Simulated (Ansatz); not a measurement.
C3H3FO, singlet: CASSCF and its corrections

Computed with Ansatz's Gaussian-basis code (development build). Basis cc-pVTZ, nonrelativistic, 5 orbitals frozen in the corrections. State-specific CASSCF; RHF is the lowest restricted (open-shell) Hartree–Fock solution met. Single-reference values can break down or jump between states where bonds are stretched. No symmetry is imposed, so a solution can break that of the shape. No proof that the lowest CASSCF solution was found.

Geometry:

| atom | x (Å) | y (Å) | z (Å) |
| --- | --- | --- | --- |
| F | 0.0000 | -2.1466 | -0.8862 |
| C | 0.0000 | -0.8060 | -0.8304 |
| C | 0.0000 | -0.1363 | 0.3257 |
| C | 0.0000 | 1.3276 | 0.2994 |
| O | 0.0000 | 2.0274 | 1.3066 |
| H | 0.0000 | -0.3508 | -1.8169 |
| H | 0.0000 | -0.6498 | 1.2813 |
| H | 0.0000 | 1.7893 | -0.7098 |

**Question.** What do CASSCF and its corrections give against RHF in CAS(4,4), and what are the occupations?

**Answer.** CASSCF -1.645 eV, SC-NEVPT2 -25.832 eV; occupations 1.94, 1.90, 0.11, 0.06.

**Question.** How do single-reference totals in the same basis and frozen core stand against SC-NEVPT2 in CAS(4,4)?

**Answer.** CCSD(T) -1.617 eV. Coupled cluster stands on the determinant that it favours, which can lie over the RHF solution above, and is in doubt where the occupations are far from 0, 1 and 2.

**Question.** Roughly how much CPU time does a whole run from the default start take (median of such runs, summed over threads; nearly all runs on one pinned thread of a shared server, mostly Xeon at 2.3 to 2.6 GHz, by a development driver)?

**Answer.** CAS(4,4): about 1.9 min. Other jobs ran beside these, and the count of passes differs.
